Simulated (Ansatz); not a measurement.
Ansatz (a quantum-chemistry and plane-wave program) input (HF/3-21G): The .json file is the Basis Set Exchange's 3-21G.

Ansatz 0.2 input:
```yaml
crystal:
  periodic: [false, false, false]
  atoms:
    - {symbol: C, position_ang: [-0.08960978, 0.00000000, -0.00000000]}
    - {symbol: H, position_ang: [0.26882933, 0.00000000, -1.01852762]}
    - {symbol: H, position_ang: [0.26882933, 0.00000000, 1.01852762]}
basis:
  gaussian:
    orbitals: 3-21G.json
hamiltonian:
  xc: {name: HF}
total_charge: 1
magnetization: {spin_polarized: true, initial_magnetization: 1}
phonons: {temperatures: {t_min: 298.15, t_max: 298.15, t_step: 100}}
```

Q: Which harmonic wavenumbers does it give?

A: 928, 3167, 3423 cm⁻¹ (unscaled; negative means imaginary).
